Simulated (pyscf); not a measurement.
Cl–AlH–Cl + H atom (H•) → [Cl–Al–Cl]• + hydrogen (H₂), a hydrogen abstraction (doublet surface; Al–H broken, H–H formed). PySCF, gas phase, ωB97X-D3(BJ)/def2-SVP geometries. Energies in eV from the separated reactants.

Small-basis levels: PySCF, no dispersion term, spherical d functions. Open shells are spin-unrestricted. 

Problem. In single points HF/STO-3G puts the saddle at 0.46 eV and the reaction energy at -0.76 eV. Should these be trusted to within a few kcal/mol? Compare with ωB97M-D3(BJ)/def2-TZVP.

Solution. ωB97M-D3(BJ)/def2-TZVP gives ΔE‡ = 0.15 eV and ΔE = -0.85 eV. HF/STO-3G lies 0.30 eV over it in the barrier and 0.10 eV over it in the reaction energy, so on this step it does not hold to within 0.13 eV. ωB97M-D3(BJ)/def2-TZVP has limits of its own. This is the saddle that the search found; another between the same sides may lie lower. The angle at the transferred H is 180°.
